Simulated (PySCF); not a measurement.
# One molecule, many functionals

Species: C5H11Cl.
SMILES: `C(CCl)CCC`

Linear-response calculations in the def2-SVPD basis (PySCF; singlets by full response, triplets Tamm–Dancoff, core orbitals frozen in the response; HF means time-dependent Hartree–Fock). 'Strongest' is the level of largest summed f among the singlets computed (10 roots, of which the last may lack a degenerate partner); it can jump between rows when another state enters that window. S1 is the lowest singlet of each run and needn't be the same state throughout; f(S1) is that of one state. Isolated species at its PBE0-D3(BJ)/def2-SVP geometry (one conformer only).

```json
{"run": "1", "S1 (eV)": "7.67", "f(S1)": "0.002", "strongest (eV)": "9.40", "T1 (eV)": "6.95", "HOMO (eV)": "-9.62", "gap (eV)": "10.71", "ionisation energy, ΔSCF (eV)": "10.73"}
{"run": "2", "S1 (eV)": "7.34", "f(S1)": "0.001", "strongest (eV)": "8.08", "T1 (eV)": "6.65", "HOMO (eV)": "-8.35", "gap (eV)": "8.85", "ionisation energy, ΔSCF (eV)": "10.45"}
{"run": "3", "S1 (eV)": "7.18", "f(S1)": "0.001", "strongest (eV)": "8.12", "T1 (eV)": "6.56", "HOMO (eV)": "-8.09", "gap (eV)": "8.30", "ionisation energy, ΔSCF (eV)": "10.39"}
{"run": "4", "S1 (eV)": "8.35", "f(S1)": "0.002", "strongest (eV)": "10.30", "T1 (eV)": "7.48", "HOMO (eV)": "-11.64", "gap (eV)": "14.33", "ionisation energy, ΔSCF (eV)": "not settled"}
{"run": "5", "S1 (eV)": "6.75", "f(S1)": "0.002", "strongest (eV)": "7.42", "T1 (eV)": "6.26", "HOMO (eV)": "-6.96", "gap (eV)": "6.56", "ionisation energy, ΔSCF (eV)": "10.49"}
```

Problem. The runs used B3LYP, BHandHLYP, HF, PBE and PBE0. Which is which?

Solution. 1 = BHandHLYP, 2 = PBE0, 3 = B3LYP, 4 = HF, 5 = PBE. Among the levels with a fixed share of exact exchange, the HOMO sinks and the orbital gap widens as that share grows. S1 runs from 6.72 eV (LDA) to 8.35 eV (HF), a spread of 1.63 eV, while the orbital gap spreads over 7.8 eV. Along PBE (0%), B3LYP (20%), PBE0 (25%), BHandHLYP (50%), HF (100%) S1 rises with the share of exact exchange. −ε(HOMO) comes closest to its own ΔSCF ionisation energy with BHandHLYP (-1.11 eV) and misses most with LDA (-3.55 eV). 'Not settled' means that the ion's SCF failed to converge or may have ended in another state than the lowest.
